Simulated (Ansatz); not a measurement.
## TA phonon frequency at L of zinc-blende InAs at several levels of theory

No measured value is used here.

| level (code) | value (cm⁻¹) | cell (Å³/atom) |
|---|---|---|
| LDA (Ansatz) | 42 | 27.35 |
| PBE (Ansatz) | 42 | 29.59 |
| PBEsol (Ansatz) | 41 | 28.20 |
| r²SCAN (Ansatz) | (withheld) | 28.49 |
| HSE06 (Ansatz) | 46 | 28.49 |
| LC-ωPBE (Ansatz) | (withheld) | 26.81 |
| PBE0 (Ansatz) | 46 | 28.39 |
| r²SCANh (Ansatz) | 45 | 28.24 |
| Hartree–Fock (Ansatz) | (withheld) | 29.43 |

Q: Complete the blanks.

A: 
- r²SCAN (Ansatz, a program for electronic structure), value (cm⁻¹): 44
- LC-ωPBE (Ansatz), value (cm⁻¹): 50
- Hartree–Fock (Ansatz), value (cm⁻¹): 57

LDA, PBE, PBEsol: the solid has no gap at this level, which affects its response. Each level is taken at its own relaxed cell. Cutoffs and k meshes differ between the levels. Ansatz's density-functional and Hartree–Fock values are scalar-relativistic unless marked +SOC, with PAW data made under PBE.
